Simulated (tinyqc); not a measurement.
RHF in the sto-3g basis, for CH3-, spin multiplicity 1, step by step (part 2 of 2). The basis has no diffuse functions, so it cannot describe the extra electron: this is an exercise in the method, not the real anion. Computed by tinyqc, a small Python program that keeps every step (integrals from PySCF). Command: `OMP_NUM_THREADS=1 python tinyqc.py 27779 27780 out.jsonl` (the two numbers bound the seeds that draw the settings). One thread of a shared host (Intel(R) Xeon(R) Processor @ 2.60GHz), about 0.07 s of CPU time with the checks.

Geometry (angstrom):
```
atom        x        y       z
C      0.0000   0.0000  0.0030
H      1.2030   0.0000  0.0000
H     -0.6020   1.0420  0.0000
H     -0.6020  -1.0420  0.0000
```

## Iteration 2: building the Fock matrix

D after iteration 1, order 1C 1s, 1C 2s, 1C 2px, 1C 2py, 1C 2pz, 2H 1s, 3H 1s, 4H 1s:
```
[[2.1324, -0.5310, 0.0066, 0.0000, 0.0000, 0.0005, 0.0035, 0.0035],
 [-0.5310, 2.1075, -0.0401, 0.0000, 0.0001, 0.0134, 0.0064, 0.0064],
 [0.0066, -0.0401, 1.5349, 0.0000, 0.0001, 0.3245, -0.1271, -0.1271],
 [0.0000, 0.0000, 0.0000, 2.0894, 0.0000, 0.0000, -0.0629, 0.0629],
 [0.0000, 0.0001, 0.0001, 0.0000, 2.0000, -0.0001, -0.0001, -0.0001],
 [0.0005, 0.0134, 0.3245, 0.0000, -0.0001, 0.0688, -0.0268, -0.0268],
 [0.0035, 0.0064, -0.1271, -0.0629, -0.0001, -0.0268, 0.0124, 0.0087],
 [0.0035, 0.0064, -0.1271, 0.0629, -0.0001, -0.0268, 0.0087, 0.0124]]
```

core Hamiltonian H = T + V (hartree), order 1C 1s, 1C 2s, 1C 2px, 1C 2py, 1C 2pz, 2H 1s, 3H 1s, 4H 1s:
```
[[-19.0810, -4.6058, 0.0000, 0.0000, 0.0001, -0.8961, -0.8953, -0.8953],
 [-4.6058, -6.0148, 0.0000, 0.0000, 0.0011, -2.2123, -2.2110, -2.2110],
 [0.0000, 0.0000, -5.0192, 0.0000, 0.0000, -1.9037, 0.9519, 0.9519],
 [0.0000, 0.0000, 0.0000, -5.0191, 0.0000, 0.0000, -1.6477, 1.6477],
 [0.0001, 0.0011, 0.0000, 0.0000, -4.8628, 0.0050, 0.0050, 0.0050],
 [-0.8961, -2.2123, -1.9037, 0.0000, 0.0050, -3.5772, -0.5147, -0.5147],
 [-0.8953, -2.2110, 0.9519, -1.6477, 0.0050, -0.5147, -3.5764, -0.5148],
 [-0.8953, -2.2110, 0.9519, 1.6477, 0.0050, -0.5147, -0.5148, -3.5764]]
```

nuclear repulsion = 8.677819 hartree

Given earlier and not repeated: Two-electron integrals (ij|kl) in chemists' order.

J_ij = sum D_kl (ij|kl), K_ij = sum D_kl (ik|jl); F = H + J - 0.5 K; E = tr D H + tr D J / 2 - 0.25 tr D K + E_nn.

Coulomb J (hartree), order 1C 1s, 1C 2s, 1C 2px, 1C 2py, 1C 2pz, 2H 1s, 3H 1s, 4H 1s:
```
[[13.7521, 2.7522, 0.0025, 0.0000, 0.0000, 0.5313, 0.5306, 0.5306],
 [2.7522, 6.6255, 0.0256, 0.0000, -0.0001, 2.3743, 2.3516, 2.3516],
 [0.0025, 0.0256, 6.6161, 0.0000, 0.0000, 2.1874, -1.0707, -1.0707],
 [0.0000, 0.0000, 0.0000, 6.6239, 0.0000, 0.0000, 1.8667, -1.8667],
 [0.0000, -0.0001, 0.0000, 0.0000, 6.6195, -0.0055, -0.0054, -0.0054],
 [0.5313, 2.3743, 2.1874, 0.0000, -0.0055, 4.2195, 0.5285, 0.5285],
 [0.5306, 2.3516, -1.0707, 1.8667, -0.0054, 0.5285, 4.1266, 0.5247],
 [0.5306, 2.3516, -1.0707, -1.8667, -0.0054, 0.5285, 0.5247, 4.1266]]
```

exchange K (hartree), order 1C 1s, 1C 2s, 1C 2px, 1C 2py, 1C 2pz, 2H 1s, 3H 1s, 4H 1s:
```
[[7.2938, 1.3314, 0.0012, 0.0000, 0.0000, 0.2745, 0.2731, 0.2731],
 [1.3314, 2.1605, 0.0121, 0.0000, 0.0000, 0.7983, 0.7648, 0.7648],
 [0.0012, 0.0121, 1.7040, 0.0000, 0.0000, 0.6846, -0.3138, -0.3138],
 [0.0000, 0.0000, 0.0000, 1.8003, 0.0000, 0.0000, 0.5043, -0.5043],
 [0.0000, 0.0000, 0.0000, 0.0000, 1.7869, -0.0016, -0.0015, -0.0015],
 [0.2745, 0.7983, 0.6846, 0.0000, -0.0016, 0.7420, 0.1622, 0.1622],
 [0.2731, 0.7648, -0.3138, 0.5043, -0.0015, 0.1622, 0.5830, 0.1964],
 [0.2731, 0.7648, -0.3138, -0.5043, -0.0015, 0.1622, 0.1964, 0.5830]]
```

Fock matrix F (hartree), order 1C 1s, 1C 2s, 1C 2px, 1C 2py, 1C 2pz, 2H 1s, 3H 1s, 4H 1s:
```
[[-8.9758, -2.5193, 0.0019, 0.0000, 0.0001, -0.5020, -0.5012, -0.5012],
 [-2.5193, -0.4695, 0.0195, 0.0000, 0.0011, -0.2371, -0.2418, -0.2418],
 [0.0019, 0.0195, 0.7449, 0.0000, 0.0000, -0.0586, 0.0382, 0.0382],
 [0.0000, 0.0000, 0.0000, 0.7046, 0.0000, 0.0000, -0.0331, 0.0331],
 [0.0001, 0.0011, 0.0000, 0.0000, 0.8632, 0.0003, 0.0003, 0.0003],
 [-0.5020, -0.2371, -0.0586, 0.0000, 0.0003, 0.2713, -0.0673, -0.0673],
 [-0.5012, -0.2418, 0.0382, -0.0331, 0.0003, -0.0673, 0.2587, -0.0883],
 [-0.5012, -0.2418, 0.0382, 0.0331, 0.0003, -0.0673, -0.0883, 0.2587]]
```

total energy of this density = -36.954209 hartree

## Iteration 2: DIIS over 2 matrices

error matrix X^T (FDS - SDF) X:
```
[[0.0000, 0.1406, 0.0064, 0.0000, -0.0003, -0.2256, -0.2302, -0.2302],
 [-0.1406, 0.0000, -0.0145, 0.0000, -0.0005, 0.4872, 0.4885, 0.4885],
 [-0.0064, 0.0145, 0.0000, 0.0000, 0.0000, 0.8511, -0.4229, -0.4229],
 [0.0000, 0.0000, 0.0000, 0.0000, 0.0000, 0.0000, 0.7517, -0.7517],
 [0.0003, 0.0005, 0.0000, 0.0000, 0.0000, -0.0018, -0.0019, -0.0019],
 [0.2256, -0.4872, -0.8511, 0.0000, 0.0018, 0.0000, -0.0133, -0.0133],
 [0.2302, -0.4885, 0.4229, -0.7517, 0.0019, 0.0133, 0.0000, 0.0000],
 [0.2302, -0.4885, 0.4229, 0.7517, 0.0019, 0.0133, 0.0000, 0.0000]]
```

B (overlaps of the stored error matrices):
```
[[5.2879113e-01, -1.4261964e+00],
 [-1.4261964e+00, 6.2081200e+00]]
```

Minimise |sum c_i e_i|^2 with sum c_i = 1: solve [B -1; -1 0][c; lambda] = [0; -1] with B_ij = tr e_i^T e_j, and take F = sum c_i F_i.

DIIS coefficients: [0.7961, 0.2039]

extrapolated F (hartree), order 1C 1s, 1C 2s, 1C 2px, 1C 2py, 1C 2pz, 2H 1s, 3H 1s, 4H 1s:
```
[[-12.2585, -3.0687, 0.0018, 0.0000, 0.0002, -0.6010, -0.6023, -0.6023],
 [-3.0687, -1.2571, 0.0131, 0.0000, -0.0005, -0.4075, -0.4121, -0.4121],
 [0.0018, 0.0131, -0.0990, 0.0000, 0.0000, -0.1663, 0.0867, 0.0867],
 [0.0000, 0.0000, 0.0000, -0.5024, 0.0000, 0.0000, -0.2293, 0.2293],
 [0.0002, -0.0005, 0.0000, 0.0000, -0.4367, 0.0004, 0.0004, 0.0004],
 [-0.6010, -0.4075, -0.1663, 0.0000, 0.0004, -0.0568, -0.1049, -0.1049],
 [-0.6023, -0.4121, 0.0867, -0.2293, 0.0004, -0.1049, -0.0612, -0.0899],
 [-0.6023, -0.4121, 0.0867, 0.2293, 0.0004, -0.1049, -0.0899, -0.0612]]
```

## Iteration 2: diagonalisation and new density

X, order 1C 1s, 1C 2s, 1C 2px, 1C 2py, 1C 2pz, 2H 1s, 3H 1s, 4H 1s:
```
[[1.0279, -0.1592, 0.0000, 0.0000, 0.0001, 0.0239, 0.0239, 0.0239],
 [-0.1592, 1.3113, 0.0001, 0.0000, -0.0007, -0.2770, -0.2768, -0.2768],
 [0.0000, 0.0001, 1.1451, 0.0000, 0.0000, -0.2895, 0.1447, 0.1447],
 [0.0000, 0.0000, 0.0000, 1.1448, 0.0000, 0.0000, -0.2505, 0.2505],
 [0.0001, -0.0007, 0.0000, 0.0000, 1.0000, 0.0007, 0.0007, 0.0007],
 [0.0239, -0.2770, -0.2895, 0.0000, 0.0007, 1.1922, -0.0233, -0.0233],
 [0.0239, -0.2768, 0.1447, -0.2505, 0.0007, -0.0233, 1.1920, -0.0233],
 [0.0239, -0.2768, 0.1447, 0.2505, 0.0007, -0.0233, -0.0233, 1.1920]]
```

Diagonalise F' = X^T F X, C = X C', fill 5 alpha and 5 beta electrons from the bottom; D = 2 C_occ C_occ^T. Each column has its largest component positive (the first on a tie).

F' = X^T F X (hartree):
```
[[-12.0593, -1.5124, -0.0003, 0.0000, 0.0003, -0.1046, -0.1056, -0.1056],
 [-1.5124, -0.5155, 0.0146, 0.0000, -0.0010, -0.2328, -0.2369, -0.2369],
 [-0.0003, 0.0146, 0.0444, 0.0000, 0.0000, -0.2408, 0.1211, 0.1211],
 [0.0000, 0.0000, 0.0000, -0.3920, 0.0000, 0.0000, -0.2124, 0.2124],
 [0.0003, -0.0010, 0.0000, 0.0000, -0.4367, 0.0005, 0.0005, 0.0005],
 [-0.1046, -0.2328, -0.2408, 0.0000, 0.0005, 0.2045, -0.0314, -0.0314],
 [-0.1056, -0.2369, 0.1211, -0.2124, 0.0005, -0.0314, 0.2247, -0.0338],
 [-0.1056, -0.2369, 0.1211, 0.2124, 0.0005, -0.0314, -0.0338, 0.2247]]
```

orbital energies (hartree): [-12.2585, -0.5318, -0.5095, -0.4367, -0.1684, 0.3688, 0.3760, 0.4550]

coefficients C, order 1C 1s, 1C 2s, 1C 2px, 1C 2py, 1C 2pz, 2H 1s, 3H 1s, 4H 1s:
```
[[0.9996, -0.2427, 0.0000, 0.0012, -0.0034, -0.1600, 0.0000, 0.0045],
 [0.0014, 0.9238, 0.0000, -0.0041, 0.0047, 1.0584, 0.0000, -0.0354],
 [-0.0001, -0.0280, 0.0000, 0.0002, 0.7210, 0.0535, 0.0000, 0.9557],
 [0.0000, 0.0000, 0.9372, 0.0000, 0.0000, 0.0000, -0.7469, 0.0000],
 [0.0000, 0.0053, 0.0000, 1.0000, 0.0000, -0.0028, 0.0000, 0.0001],
 [0.0005, 0.0759, 0.0000, -0.0008, 0.3613, -0.7461, 0.0000, -0.9437],
 [0.0006, 0.0773, 0.0798, -0.0008, -0.1569, -0.6955, 0.8915, 0.5170],
 [0.0006, 0.0773, -0.0798, -0.0008, -0.1569, -0.6955, -0.8915, 0.5170]]
```

D after iteration 2, order 1C 1s, 1C 2s, 1C 2px, 1C 2py, 1C 2pz, 2H 1s, 3H 1s, 4H 1s:
```
[[2.1160, -0.4456, 0.0085, 0.0000, -0.0003, -0.0383, -0.0353, -0.0353],
 [-0.4456, 1.7070, -0.0451, 0.0000, 0.0016, 0.1437, 0.1414, 0.1414],
 [0.0085, -0.0451, 1.0414, 0.0000, 0.0001, 0.5168, -0.2305, -0.2305],
 [0.0000, 0.0000, 0.0000, 1.7565, 0.0000, 0.0000, 0.1495, -0.1495],
 [-0.0003, 0.0016, 0.0001, 0.0000, 2.0000, -0.0007, -0.0007, -0.0007],
 [-0.0383, 0.1437, 0.5168, 0.0000, -0.0007, 0.2727, -0.1016, -0.1016],
 [-0.0353, 0.1414, -0.2305, 0.1495, -0.0007, -0.1016, 0.0739, 0.0484],
 [-0.0353, 0.1414, -0.2305, -0.1495, -0.0007, -0.1016, 0.0484, 0.0739]]
```

## Iteration 13 (converged): orbitals

converged F (hartree), order 1C 1s, 1C 2s, 1C 2px, 1C 2py, 1C 2pz, 2H 1s, 3H 1s, 4H 1s:
```
[[-10.3944, -2.8244, 0.0000, 0.0000, 0.0003, -0.5559, -0.5554, -0.5554],
 [-2.8244, -0.9495, -0.0001, 0.0000, 0.0003, -0.4328, -0.4325, -0.4325],
 [0.0000, -0.0001, 0.3261, 0.0000, 0.0000, -0.2256, 0.1128, 0.1128],
 [0.0000, 0.0000, 0.0000, 0.3263, 0.0000, 0.0000, -0.1953, 0.1953],
 [0.0003, 0.0003, 0.0000, 0.0000, 0.2204, 0.0008, 0.0008, 0.0008],
 [-0.5559, -0.4328, -0.2256, 0.0000, 0.0008, -0.0369, -0.1098, -0.1098],
 [-0.5554, -0.4325, 0.1128, -0.1953, 0.0008, -0.1098, -0.0366, -0.1098],
 [-0.5554, -0.4325, 0.1128, 0.1953, 0.0008, -0.1098, -0.1098, -0.0366]]
```

As before.

F' = X^T F X (hartree):
```
[[-10.1545, -1.5914, 0.0000, 0.0000, 0.0005, -0.0573, -0.0571, -0.0571],
 [-1.5914, 0.0196, 0.0000, 0.0000, -0.0011, -0.3846, -0.3843, -0.3843],
 [0.0000, 0.0000, 0.6610, 0.0000, 0.0000, -0.4761, 0.2380, 0.2380],
 [0.0000, 0.0000, 0.0000, 0.6609, 0.0000, 0.0000, -0.4121, 0.4121],
 [0.0005, -0.0011, 0.0000, 0.0000, 0.2204, 0.0012, 0.0012, 0.0012],
 [-0.0573, -0.3846, -0.4761, 0.0000, 0.0012, 0.3485, -0.0384, -0.0384],
 [-0.0571, -0.3843, 0.2380, -0.4121, 0.0012, -0.0384, 0.3484, -0.0384],
 [-0.0571, -0.3843, 0.2380, 0.4121, 0.0012, -0.0384, -0.0384, 0.3484]]
```

orbital energies (hartree): [-10.4013, -0.3741, -0.0750, -0.0748, 0.2204, 0.9122, 1.1225, 1.1229]

coefficients C, order 1C 1s, 1C 2s, 1C 2px, 1C 2py, 1C 2pz, 2H 1s, 3H 1s, 4H 1s:
```
[[0.9923, -0.2068, 0.0000, 0.0000, -0.0009, -0.2370, 0.0000, -0.0001],
 [0.0332, 0.6002, -0.0001, 0.0000, 0.0043, 1.2702, 0.0000, 0.0006],
 [0.0000, 0.0001, 0.4332, 0.0000, 0.0000, -0.0004, 0.0000, 1.1177],
 [0.0000, 0.0000, 0.0000, 0.4332, 0.0000, 0.0000, 1.1174, 0.0000],
 [0.0000, -0.0009, 0.0000, 0.0000, 1.0000, -0.0047, 0.0000, 0.0000],
 [-0.0062, 0.2686, 0.5980, 0.0000, -0.0013, -0.6651, 0.0000, -0.8434],
 [-0.0062, 0.2684, -0.2992, 0.5181, -0.0013, -0.6652, -0.7299, 0.4213],
 [-0.0062, 0.2684, -0.2992, -0.5181, -0.0013, -0.6652, 0.7299, 0.4213]]
```

D after iteration 13, order 1C 1s, 1C 2s, 1C 2px, 1C 2py, 1C 2pz, 2H 1s, 3H 1s, 4H 1s:
```
[[2.0550, -0.1825, 0.0000, 0.0000, -0.0016, -0.1233, -0.1233, -0.1233],
 [-0.1825, 0.7228, 0.0000, 0.0000, 0.0076, 0.3219, 0.3218, 0.3218],
 [0.0000, 0.0000, 0.3753, 0.0000, 0.0000, 0.5182, -0.2592, -0.2592],
 [0.0000, 0.0000, 0.0000, 0.3753, 0.0000, 0.0000, 0.4489, -0.4489],
 [-0.0016, 0.0076, 0.0000, 0.0000, 2.0000, -0.0030, -0.0030, -0.0030],
 [-0.1233, 0.3219, 0.5182, 0.0000, -0.0030, 0.8597, -0.2136, -0.2136],
 [-0.1233, 0.3218, -0.2592, 0.4489, -0.0030, -0.2136, 0.8600, -0.2137],
 [-0.1233, 0.3218, -0.2592, -0.4489, -0.0030, -0.2136, -0.2137, 0.8600]]
```

## Convergence

Stop when the energy changes by less than 1e-08 hartree and every element of the error matrix X^T (F D S - S D F) X is below 3e-05.

Course of the cycle:
```
iteration  E (hartree)     change  largest element of the error matrix
1           -11.645232          -                             3.12e-01
2           -36.954209  -2.53e+01                             8.51e-01
3           -37.701791  -7.48e-01                             7.10e-01
4           -36.669966   1.03e+00                             8.99e-01
5           -36.787777  -1.18e-01                             8.87e-01
6           -37.085579  -2.98e-01                             8.26e-01
7           -37.271603  -1.86e-01                             7.82e-01
8           -38.631881  -1.36e+00                             2.86e-01
9           -38.755911  -1.24e-01                             4.72e-02
10          -38.758647  -2.74e-03                             7.81e-04
11          -38.758649  -1.74e-06                             8.67e-05
12          -38.758649  -1.30e-08                             1.25e-05
13          -38.758649  -2.75e-10                             2.15e-06
```

PySCF RHF in the same basis = -38.758649 hartree

Converged in 13 iterations.

## Populations, bond orders and dipole

overlap S, order 1C 1s, 1C 2s, 1C 2px, 1C 2py, 1C 2pz, 2H 1s, 3H 1s, 4H 1s:
```
[[1.0000, 0.2484, 0.0000, 0.0000, 0.0000, 0.0479, 0.0478, 0.0478],
 [0.2484, 1.0000, 0.0000, 0.0000, 0.0000, 0.4278, 0.4276, 0.4276],
 [0.0000, 0.0000, 1.0000, 0.0000, 0.0000, 0.4262, -0.2131, -0.2131],
 [0.0000, 0.0000, 0.0000, 1.0000, 0.0000, 0.0000, 0.3689, -0.3689],
 [0.0000, 0.0000, 0.0000, 0.0000, 1.0000, -0.0011, -0.0011, -0.0011],
 [0.0479, 0.4278, 0.4262, 0.0000, -0.0011, 1.0000, 0.1037, 0.1037],
 [0.0478, 0.4276, -0.2131, 0.3689, -0.0011, 0.1037, 1.0000, 0.1037],
 [0.0478, 0.4276, -0.2131, -0.3689, -0.0011, 0.1037, 0.1037, 1.0000]]
```

Mulliken: Z minus the diagonal of D S on the atom; Loewdin: the same with S^(1/2) D S^(1/2); Mayer order: 2 sum_s sum (D(s) S)_ij (D(s) S)_ji over the two atoms.

Charges (e):
```
atom  Mulliken  Loewdin
1C     -0.4955  -0.5517
2H     -0.1680  -0.1493
3H     -0.1682  -0.1495
4H     -0.1682  -0.1495
```

Mayer bond orders:
```
pair   order
2-1   0.9404
3-1   0.9403
3-2   0.0157
4-1   0.9403
4-2   0.0157
4-3   0.0157
```

dipole moment about the origin, x y z (debye): [0.0018, 0.0000, -0.0243]
